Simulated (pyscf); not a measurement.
Single points on ωB97X-D3(BJ)/def2-SVP structures (PySCF, gas phase).

### Question
Estimate the classical barrier height and the reaction energy of H₃Si–GeH₃ + hydrogen fluoride (HF) → F–SiH₃ + germane (GeH₄) at ωB97X-D3(BJ)/def2-TZVP. The step runs on the singlet surface, breaks Ge–Si, F–H and forms F–Si, Ge–H; take the separated reactants as zero.

### Answer
ΔE‡ = 36.7 kcal/mol, ΔE = -23.9 kcal/mol. CCSD(T)/def2-TZVPP + ΔMP2(QZVPP) gives 39.0 kcal/mol and -25.8 kcal/mol. Zero-point energy shifts the barrier by -0.6 kcal/mol. It is a four-centre exchange, with an imaginary mode of 1173i cm⁻¹. One saddle was located; it need not be the lowest between these sides. The CCSD(T) − MP2 part came from Ansatz, without density fitting, on the same reference. The frozen core leaves the outer d or s,p core shells of the metals and heavy elements correlated in the MP2 and CC values, and def2-TZVPP describes them poorly, which can shift differences by a few kcal/mol. Elements up to Kr have no core potential and no relativistic terms here.
